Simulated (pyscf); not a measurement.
`[AsH3]` + `[InH3]` → `[AsH3]` + `[InH3]` (four-centre exchange; singlet surface; As–H, H–In broken, As–H, H–In formed). Structures and frequencies: ωB97X-D3(BJ)/def2-SVP in PySCF. Correlated levels are frozen-core, on RHF or UHF. ΔMP2 is the change of the MP2 total energy from the triple- to the quadruple-zeta basis. Energies in kJ/mol from the separated reactants.

| level | barrier | reaction energy |
|---|---|---|
| ωB97X-D3(BJ)/def2-TZVP | 125.4 | 0.0 |
| PBE/def2-TZVP | 115.7 | 0.0 |
| PBE0-D3(BJ)/def2-TZVP | ___ | 0.0 |
| M06-2X/def2-TZVP | 128.9 | 0.0 |
| ωB97M-D3(BJ)/def2-TZVP | 146.6 | 0.0 |
| CCSD(T)/def2-TZVPP | 139.5 | 0.0 |
| CCSD(T)/def2-TZVPP + ΔMP2(QZVPP) | ___ | 0.0 |

Task: Complete the blanks.

Result: 
- PBE0-D3(BJ)/def2-TZVP, barrier: 122.4
- CCSD(T)/def2-TZVPP + ΔMP2(QZVPP), barrier: 136.7

On the reactant side the descent ends in a complex (not fully relaxed), 25.0 kJ/mol under the separated species and 150.4 kJ/mol under the saddle at ωB97X-D3(BJ)/def2-TZVP. On the product side the descent ends in a complex (not fully relaxed), 21.5 kJ/mol under the separated species and 147.0 kJ/mol under the saddle at ωB97X-D3(BJ)/def2-TZVP. At the saddle there is also a short As–In contact that neither side keeps. The same reactants have a lower exit, to H₂As–InH₂ + H₂ (barrier +99.6 kJ/mol at ωB97M-D3(BJ), against +146.6 kJ/mol here). This is the saddle that the search found; another between the same sides may lie lower. The CCSD(T) − MP2 part came from Ansatz, without density fitting, on the same reference. The frozen core leaves the outer d or s,p core shells of the metals and heavy elements correlated in the MP2 and CC values, and def2-TZVPP describes them poorly, which can shift differences by a few kcal/mol. Elements up to Kr have no core potential and no relativistic terms here. Elements past Kr carry the def2 core potentials, without spin-orbit coupling.
